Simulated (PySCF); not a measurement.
# Trend along the third period: MF cations

HF with triple-zeta basis sets in PySCF, for the lowest determinant that a PBE0 search found; no spin–orbit coupling. De refers to high-spin ground-configuration atoms (the charge goes to the atom of lower measured ionisation energy or higher electron affinity, which is not always the lowest computed limit). A positive dipole points towards F; it is taken about the centre of mass and depends on that origin.

| M | basis | reference | charged atom | state (unpaired electrons) | Re (Å) | ωe (cm⁻¹) | De (eV) | μ (D) |
| --- | --- | --- | --- | --- | --- | --- | --- | --- |
| Mg | pcseg-2 | RHF | Mg+ | singlet (closed shell) | 1.684 | 870 | 2.31 | -9.83 |
| Al | def2-TZVPPD | UHF | Al+ | doublet (σ ↑) | 1.577 | 1013 | 2.23 | -5.50 |
| Si | def2-TZVPPD | RHF | Si+ | singlet (closed shell) | 1.512 | 1111 | 4.91 | -3.50 |
| P | def2-TZVPPD | UHF | P+ | doublet (π ↑) | 1.481 | 1144 | 3.50 | -2.75 |
| S | def2-TZVPPD | UHF | S+ | triplet (π ↑↑) | 1.476 | 1130 | 1.67 | -2.51 |

(1) By what factor does the harmonic wavenumber vary along the series?

The rows differ in basis set, which adds steps of its own.

The state changes along the series, so neighbouring rows are not always alike in their bonding.

For an ion De counts to the pair picked by the measured ionisation energies or electron affinities, which need not be the lowest pair at this level. Where the molecule has an RHF reference, its open-shell atoms are computed with UHF. Hartree–Fock leaves out correlation, which carries a large part of most bond energies and some tenths to 1 eV of ionisation energies. States were picked by a PBE0 search and need not be the measured ground states.

Answers

(1) At HF it runs from 870 cm⁻¹ (MgF⁺) to 1144 cm⁻¹ (PF⁺), a factor of 1.31.
